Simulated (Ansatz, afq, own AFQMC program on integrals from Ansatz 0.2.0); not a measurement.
**Where AFQMC and coupled cluster stand for BSiH4, doublet**

```xyz
6

Si    0.0000    0.0000    0.6173
B     0.0000    0.0000   -1.4887
H     0.0000    1.2187    1.4642
H     0.0000   -1.2187    1.4642
H     0.0000    1.0370   -2.0808
H     0.0000   -1.0370   -2.0808
```

Connectivity, by distances: SiH2–BH2.

Basis 6-31G. Noble-gas cores (and the filled d shells of Ga–Kr and In–Xe) are frozen. Ansatz 0.2.0 and our own AFQMC program on the same integrals; the CISD trial comes from CCSD amplitudes, and released means the phaseless constraint is let go. Uncertainties: one standard error, sampling alone.

Determinant: UHF, the one that the program's search chose, which needn't be the lowest solution. The geometry is a point of a scan.

No full CI on the walks' own integrals is used here; CCSDT(Q) serves as the reference and is uncertain by about the last step of the cluster series.

Cautions: the released energies are still falling, so no released level is given (meV from the phaseless value at times in 1/Eh: 10 ± 6 at 0.24, 9 ± 5 at 0.51, 5 ± 4 at 0.99, 3 ± 6 at 1.62, -7 ± 6 at 2.40), though the last usable value meets CCSDT(Q) within the noise.

The T1 diagnostic is 0.0204, the weight of the determinant in the CISD state is 0.906 and the ⟨S²⟩ of the determinant is 0.763. The size of the correlated space is 11 electrons in 24 orbitals.

Reference: CCSDT(Q), correlation energy -3.612 eV.

| level | E − E(reference) (kJ/mol) | share of correlation (%) |
| --- | --- | --- |
| HF | 348.5 | 0.00 |
| MP2 | 91.9 | 73.64 |
| CCSD | 9.2 | 97.35 |
| CCSD(T) | 2.3 | 99.33 |
| CCSDT | 0.2 | 99.94 |
| ph-AFQMC/CISD | 0.2 ± 0.6 | 99.95 |

A walk keeps the symmetry of its determinant, which the program's search chose and which needn't be the lowest solution, so a lower state of the same spin and another symmetry isn't excluded.
